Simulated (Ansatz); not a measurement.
# O2: vertical energies of changing the electron count

Program: the Ansatz DFT code, driven from Python.

Interactive session:
```pycon
>>> import ansatz as az
>>> def single_point(molecule, charge=0, unpaired=0):
...     calc = molecule.calculation().basis(gaussian="def2-SVPD").functional("r2scan")
...     if charge:
...         calc = calc.charge(charge)
...     if unpaired:
...         calc = calc.spin("collinear", total=unpaired)
...     report = calc.run(threads=1, pin="off").report
...     if report["published_state_doubts"]:
...         print("  doubts:", report["published_state_doubts"])
...     return report["free_energy_ev"]
...
>>> o2 = (
...     az.Crystal.molecule()
...     .atom("O", (0.51693, -0.16724, 0.26625))
...     .atom("O", (-0.51693, 0.16724, -0.26625))
... )
>>> # delta-SCF style differences, no relaxation
>>> parent = single_point(o2, 0, 2)
>>> cation = single_point(o2, 1, 1)
>>> print(f"E(N)   = {parent:.5f} eV")
E(N)   = -4085.68900 eV
>>> print(f"E(N-1) = {cation:.5f} eV  (1 unpaired)")
E(N-1) = -4072.50941 eV  (1 unpaired)
>>> print(f"vertical ionisation energy {cation - parent:.3f} eV")
vertical ionisation energy 13.180 eV
>>> other = single_point(o2, 1, 3)
>>> print(f"to the state with 3 unpaired electrons: {other - parent:.3f} eV")
to the state with 3 unpaired electrons: 16.883 eV
>>> anion = single_point(o2, -1, 1)
>>> print(f"E(N+1) = {anion:.5f} eV  (1 unpaired)")
E(N+1) = -4085.56283 eV  (1 unpaired)
>>> print(f"vertical electron affinity {parent - anion:.3f} eV" + ("" if anion < parent else " (unbound in this basis)"))
vertical electron affinity -0.126 eV (unbound in this basis)
>>> print(f"fundamental gap IP - EA = {cation + anion - 2 * parent:.3f} eV")
fundamental gap IP - EA = 13.306 eV
```

Caveats:
- Total energies depend on the basis set; only differences at equal settings carry meaning.
- The geometry is a force-field or estimated start, not a minimum of this method, and the basis set is short of its limit. All parts are taken at fixed geometry, without zero-point energy. At an unrelaxed start these energies can be a whole eV from those at the minimum, and a small affinity can change sign.
- The species is open-shell (spin multiplicity 3).
- Only the spin states typed were run; another state of an ion can lie lower, by up to an eV or two.
- The spin state was assumed, and another may lie lower.
- A negative electron affinity means that the anion is unbound here; its size hangs on the basis and tends to about zero as the basis grows, and so does its part in any gap built on it.
- Finished in 11 s on 1 thread of Arm Neoverse N1 (shared host), peak memory 0.16 GiB.
